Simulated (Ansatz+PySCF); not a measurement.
# singlet NH₃: levels of theory in one basis

```xyz
4

N     0.0000    0.0000    0.2432
H     1.8717    0.0000   -0.5674
H    -0.9358    1.6209   -0.5674
H    -0.9358   -1.6209   -0.5674
```

Basis set: cc-pVDZ (spherical functions). Frozen core: 1 orbital. Charge 0, multiplicity 1.

Computed with Ansatz (development build ahead of 0.2.0); each method stands on the lowest determinant of its kind that the runs found. NEVPT2 correlates all electrons. Active spaces start from the frontier orbitals, and the lowest solution found is given.

| method | E − E(RHF) (eV) | <S²> of the determinant |
| --- | --- | --- |
| RHF | 0.00 | 0.00 |
| UHF | -7.64 | 2.67 |
| RHF-MP2 | -9.05 | – |
| RHF-CCSD | -10.57 | – |
| RHF-CCSD(T) | -11.76 | – |
| RHF-CCSDT(Q) | -11.40 | – |
| CASSCF(8,7) | -8.55 | – |
| CASSCF(2,2) | -2.69 | – |
| SC-NEVPT2(2,2) | -9.20 | – |

**Question.** What does SC-NEVPT2(8,7) give on the same scale?

**Answer.** -10.82 eV. NEVPT2 here correlates all electrons, so it doesn't share the others' frozen core.

**Question.** Is a single determinant a sound starting point here?

**Answer.** It is doubtful. Unrestricted orbitals lower Hartree–Fock by 7.64 eV and <S²> is 2.67 where a pure state has 0.00, a sign of strong static correlation. The CASSCF(8,7) natural occupations are 2.00, 1.58, 1.58, 1.48, 0.52, 0.42, 0.42. The CASSCF(2,2) natural occupations are 1.57, 0.43.

Caution for RHF, RHF-MP2, RHF-CCSD, RHF-CCSD(T), RHF-CCSDT(Q): an unrestricted determinant lies well below. Caution for UHF: the unrestricted determinant is a mixture of spin states. Caution for RHF-MP2, RHF-CCSD, RHF-CCSD(T), RHF-CCSDT(Q): large amplitudes, a single reference is doubtful. Caution for RHF-CCSD(T): the program doubts this total. Caution for CASSCF(2,2): other starts end on other solutions of this active space.
